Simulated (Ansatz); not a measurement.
`B[S][AlH2]` + `C=N` → `C=[N][AlH2]` + `BS`  (ligand exchange at the Al–S bond)

Computed with Ansatz on PBE0-D4/def2-TZVP structures; ΔE is electronic, products minus reactants. CCSD(T)/CBS adds triple-zeta CCSD(T) − MP2 to the extrapolated MP2 energy (def2 sets, frozen cores). This one scheme is used for every species. Functionals use def2-TZVPP. B3LYP here is the variant with VWN-RPA as its local correlation; programs differ in this.

`B[S][AlH2]`:

Z-matrix (Å, degrees):
```
B
S 1 1.787
H 1 1.193 2 117.2
H 1 1.194 2 121.5 3 180.0
Al 2 2.205 1 99.5 3 180.0
H 5 1.580 2 116.4 1 180.0
H 5 1.578 2 119.3 1 0.0
```

`C=N`:

Cartesian coordinates in Å:
```
C -0.389 0.005 0.023
N 0.756 -0.250 0.483
H -0.585 0.459 -0.956
H -1.266 -0.237 0.628
H 1.484 0.023 -0.178
```

`C=[N][AlH2]`:

```xyz
7

C    -0.884    1.180    0.256
N    -0.150    0.200    0.045
Al    0.882   -1.178   -0.256
H    -1.461    1.297    1.186
H    -1.005    1.997   -0.472
H     2.389   -1.066    0.206
H     0.229   -2.429   -0.965
```

`BS`:

Z-matrix (Å, degrees):
```
B
S 1 1.765
H 1 1.192 2 115.8
H 1 1.190 2 121.4 3 -180.0
H 2 1.344 1 99.2 3 180.0
```

```json
{"level": "PBE-D4", "ΔE (kJ/mol)": "17.4", "difference from CCSD(T)/CBS": "-8.1"}
{"level": "BLYP-D4", "ΔE (kJ/mol)": "7.5", "difference from CCSD(T)/CBS": "-18.0"}
{"level": "B97M-V", "ΔE (kJ/mol)": "14.2", "difference from CCSD(T)/CBS": "-11.3"}
{"level": "ωB97M-V", "ΔE (kJ/mol)": "19.5", "difference from CCSD(T)/CBS": "-6.0"}
{"level": "r2SCAN", "ΔE (kJ/mol)": "15.3", "difference from CCSD(T)/CBS": "-10.2"}
{"level": "PBE0", "ΔE (kJ/mol)": "21.8", "difference from CCSD(T)/CBS": "-3.7"}
{"level": "B3LYP", "ΔE (kJ/mol)": "10.0", "difference from CCSD(T)/CBS": "-15.5"}
{"level": "RPA@PBE/def2-TZVPP", "ΔE (kJ/mol)": "22.0", "difference from CCSD(T)/CBS": "-3.5"}
{"level": "MP2/def2-TZVPP", "ΔE (kJ/mol)": "23.6", "difference from CCSD(T)/CBS": "-1.9"}
{"level": "HF/def2-QZVPP", "ΔE (kJ/mol)": "20.1", "difference from CCSD(T)/CBS": "-5.4"}
{"level": "CCSD(T)/CBS", "ΔE (kJ/mol)": "25.5", "difference from CCSD(T)/CBS": "0"}
```

Question: What do rigid-rotor, harmonic-oscillator terms from PBE0-D4/def2-TZVP frequencies (298.15 K, 1 bar) make of the CCSD(T)/CBS value? (Best estimate.)

Answer: The calculation gave: ΔZPE = -7.6 kJ/mol, ΔH = +17.5 kJ/mol, ΔS = -8 J/(mol·K), ΔG = +20.0 kJ/mol.

Largest T1 diagnostic among the species: 0.015.

From r2SCAN to r2SCAN0 (25 % exact exchange), in def2-TZVPP and without D4, ΔE moves by +4.7 kJ/mol. At CCSD(T), def2-SVP lies −10.5 kJ/mol from the extrapolated value and def2-TZVPP −2.7 kJ/mol. Leaving LDA and LC-ωPBE aside and taking each functional with its dispersion term where it has one, the values, not all of them listed here, spread over 17.9 kJ/mol, from BLYP-D4 to PBE-QIDH. LDA lies −7.7 kJ/mol from PBE without D4.
